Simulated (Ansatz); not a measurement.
Geometry optimisation, RKS PBE-D4/def2-SVP in Ansatz.

input.yaml

```yaml
crystal:
  periodic: [false, false, false]
  atoms:
    - { symbol: B, position_ang: [0.028369, 0.425097, 0.048374] }
    - { symbol: Cl, position_ang: [-0.229362, 0.797192, 1.821965] }
    - { symbol: H, position_ang: [1.163585, 0.488566, -0.361522] }
    - { symbol: H, position_ang: [-0.964425, 0.326837, -0.63634] }
    - { symbol: "N", position_ang: [0.108681, -2.204701, 0.765889] }
    - { symbol: H, position_ang: [-0.576537, -2.923164, 0.509531] }
    - { symbol: H, position_ang: [1.006198, -2.666519, 0.945491] }
    - { symbol: H, position_ang: [-0.204609, -1.772108, 1.661111] }
basis:
  gaussian: { orbitals: def2-SVP }
hamiltonian:
  xc: pbe
  dispersion: d4
relax:
  f_tol: 0.03
  max_steps: 50
```

Launched with:

```bash
$ ansatz run input.yaml --threads 1 --pin off --max-ram 2048MiB --backend cpu --events-out ev --progress --plain --runs-dir out
```

**Question.** Where does it end, and by what steps?

**Answer.** The forces met the threshold. After 12 steps the energy has fallen by 1.153 eV; H6 moved furthest, 0.88 Å. Joined: B1–N5 (2.73 → 1.64 Å).

```tsv
step	energy less start (eV)	largest force component (eV/Å)	accepted
0	0.0000	1.025	yes
1	-0.2058	0.816	yes
2	-0.4976	0.808	yes
3	-0.9498	0.580	yes
4	-0.7276	4.488	no
5	-1.0549	0.221	yes
6	-1.0911	0.163	yes
7	-1.1213	0.114	yes
8	-1.1474	0.061	yes
9	-1.1040	0.800	no
10	-1.1519	0.033	yes
11	-1.1399	0.359	no
12	-1.1525	0.005	yes
```

```xyz
8
Properties=species:S:1:pos:R:3
B 0.013 -0.191 0.253
Cl 0.229 0.785 1.826
H 0.961 -0.073 -0.514
H -1.093 -0.037 -0.253
N 0.049 -1.745 0.764
H -0.084 -2.411 -0.012
H 0.949 -1.952 1.224
H -0.691 -1.906 1.466
```

Run time: 18 s on 1 thread of Intel(R) Xeon(R) 6975P-C (Granite Rapids), with other jobs on the host, peak memory 0.15 GiB.
